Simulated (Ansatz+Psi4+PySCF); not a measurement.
The numbers below are computed, except where a source is named.
Input for PySCF 2.14.0:

```python
from pyscf import gto, scf, mp

# the (T+d) and (D+d) sets load through basis_set_exchange
mol = gto.M(atom="""
Si -0.001430 0.009590 0.128830
H -0.001380 1.102450 -0.910680
H 0.009700 -1.095480 -0.920860
""", basis={'H': 'cc-pvtz', 'Si': 'cc-pv(t+d)z'}, charge=1, spin=1)
mf = scf.UHF(mol)
mf.kernel()
pt = mp.MP2(mf, frozen=5).run()
print(mf.e_tot, pt.e_corr, pt.e_tot)
```

The script is written out from the run's settings.

The run gave:

```json
{
 "Converged": "yes",
 "Reference energy": "-289.72486 hartree",
 "Correlation energy": "-0.07681 hartree",
 "Total energy": "-289.80167 hartree",
 "Spin squared of the determinant": "0.760"
}
```

Messages of the program:
```
WARN: HOMO -0.208775253293624 >= LUMO -0.208775253293624
WARN: HOMO -0.208775253293624 >= LUMO -0.208775253293624
```
